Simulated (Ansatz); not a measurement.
Two shapes of singlet BH₃.

Shape 1:

```xyz
4

B     0.0000    0.0000    0.0000
H     1.1100    0.0000    0.0000
H    -0.5550    0.9613    0.0000
H    -0.5550   -0.9613    0.0000
```

Shape 2:

```xyz
4

B     0.0078    0.0033    0.0053
H     1.2005    0.0045   -0.0065
H    -0.6064    1.0543   -0.0012
H    -0.5949   -1.0489    0.0038
```

Basis set: def2-TZVP (spherical functions). Frozen core: 1 orbital. Charge 0, multiplicity 1.

Computed with Ansatz (development build ahead of 0.2.0); each method stands on the lowest determinant of its kind that the runs found.

Q: Which shape is lower in energy, and by how much in each method?

A:

| method | E(2) − E(1) (eV) |
| --- | --- |
| RHF | -0.250 |
| RHF-MP2 | -0.254 |

Shape 2 is lower.
